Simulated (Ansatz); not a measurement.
Compare A (`CN1CSC1O`) with its isomer B (`CC(N)(O)C=S`).

Calculated with Ansatz (gas phase, PBE0-D4/def2-TZVP geometries, no zero-point term in ΔE). CCSD(T)/CBS is the MP2 limit (def2-TZVPP, def2-QZVPP) plus CCSD(T) − MP2 in def2-TZVPP, frozen cores. DFT in def2-TZVPP. B3LYP here is the variant with VWN-RPA as its local correlation; programs differ in this. Each species was taken in one conformer, which may not be the lowest.

Problem. Which is lower in electronic energy at CCSD(T)/CBS, and by how much? (Best estimate.)

Solution. Ansatz gave: B, by 52.2 kJ/mol.

Problem. Give E(B) − E(A) in kJ/mol with B3LYP-D4, HF/def2-TZVPP, B3LYP, ωB97M-V, PBE0-D4, CCSD(T)/def2-TZVPP, r2SCAN-D4. (Estimate.)

Solution. Computed: B3LYP-D4 -47.9, HF/def2-TZVPP -47.1, B3LYP -48.1, ωB97M-V -44.2, PBE0-D4 -31.5, CCSD(T)/def2-TZVPP -52.9, r2SCAN-D4 -45.3. None reverses the order clearly.

Largest T1 diagnostic: 0.014.

In def2-TZVPP, CCSD(T) changes the Hartree–Fock value by −5.8 kJ/mol (the triples alone add −3.1 kJ/mol) and MP2 by −3.6 kJ/mol. From PBE to PBE0 (25 % exact exchange), in def2-TZVPP and without D4, E(B) − E(A) moves by +3.8 kJ/mol.
